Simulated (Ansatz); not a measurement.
in.yaml

```yaml
crystal:
  periodic: [false, false, false]
  atoms:
    - {symbol: Ge, position_ang: [0.000000, 0.000000, 1.829607]}
    - {symbol: C, position_ang: [0.000000, 0.000000, -0.038606]}
    - {symbol: Si, position_ang: [0.000000, 0.000000, -1.791001]}
basis:
  gaussian: {orbitals: cc-pVDZ, fitting: {mean_field: def2-universal-jkfit}}
total_charge: 1
magnetization: {spin_polarized: true, initial_magnetization: 3}
correlation: {method: mp2, electrons: outside_noble_gas}
```

```sh
$ ansatz run in.yaml --threads 1 --pin off --events-out ev --progress --plain --max-ram 2393MiB
```

The program prints:

```
469 factors; integrals over basis functions are off by at most 2.8e-2 eV
mean field evaluation 1: about -65348.6557 eV, gradient 2.4e1 eV
mean field evaluation 2: about -65350.3496 eV, gradient 1.8e1 eV
mean field evaluation 4: about -65352.6598 eV, gradient 1.3e0 eV
mean field evaluation 8: about -65352.7918 eV, gradient 2.4e-1 eV
mean field evaluation 16: about -65352.9634 eV, gradient 2.2e-5 eV
mean field evaluation 32: about -65352.9634 eV, gradient 8.1e-3 eV
mean field evaluation 64: about -65353.1380 eV, gradient 2.0e-3 eV
mean field evaluation 96: about -65352.9137 eV, gradient 3.5e-1 eV
mean field evaluation 128: about -65353.0076 eV, gradient 4.3e0 eV
mean field evaluation 160: about -65352.7054 eV, gradient 2.3e0 eV
mean field evaluation 192: about -65352.7361 eV, gradient 8.7e-1 eV
mean field -65353.99209842 eV, -2401.7149110902 hartree, gradient 1.2e-6 eV, S^2 3.785032; 22 other end points of the search recorded, 0 dependent functions left out
20 core orbitals not correlated: weight in the atoms' cores, before any rotation towards them, 0.999 or more for the frozen orbitals, at most 0.001 for the correlated occupied ones
reference -65353.99209842 eV, -2401.7149110902 hartree; 7, 4 occupied and 32, 35 virtual orbitals, 469 factors
second order -5.02261373 eV of doubles, -0.00000000 eV of singles
Total energy: -65359.01471216 eV, -2401.8994887404 hartree
```

Ran on 1 thread of Arm Neoverse V2, shared host: 13 s wall, 0.18 GiB peak host memory.
